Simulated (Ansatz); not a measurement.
Ansatz (a quantum-chemistry and plane-wave program) input (B3LYP/6-31G**): A basis named .json is the Basis Set Exchange file of that set (core-valence sets with the plain set on hydrogen).

Ansatz 0.2 input:
```yaml
crystal:
  periodic: [false, false, false]
  atoms:
    - {symbol: C, position_ang: [-0.00000000, 0.00000000, -0.00000000]}
    - {symbol: H, position_ang: [0.62054657, 0.62688914, 0.63896175]}
    - {symbol: H, position_ang: [-0.64285838, -0.62489528, 0.61852983]}
    - {symbol: H, position_ang: [0.63693263, -0.63278043, -0.61664082]}
    - {symbol: H, position_ang: [-0.61462083, 0.63078657, -0.64085076]}
basis:
  gaussian:
    orbitals: 6-31G__.json
hamiltonian:
  xc: {name: B3LYP}
magnetization: {spin_polarized: false}
```

Output:

```
Functional definition: B3LYP
integrals: 0.00 GiB planned
391 factors; their error is unknown
mean field: 0.08 GiB planned
mean field evaluation 1: about -1099.2162 eV, gradient 3.9e1 eV
mean field evaluation 2: about -1098.3254 eV, gradient 4.2e1 eV
mean field evaluation 4: about -1102.7303 eV, gradient 4.5e-2 eV
mean field evaluation 8: about -1102.7140 eV, gradient 4.9e-5 eV
mean field -1102.71398560 eV, -40.5239915244 hartree, gradient 5.0e-5 eV, S^2 0.000000; 0 other end points of the search recorded, 0 dependent functions left out
reference -1102.71410453 eV, -40.5239958952 hartree; 5, 5 occupied and 30, 30 virtual orbitals, 391 factors
Total energy: -1102.71410453 eV, -40.5239958952 hartree
```
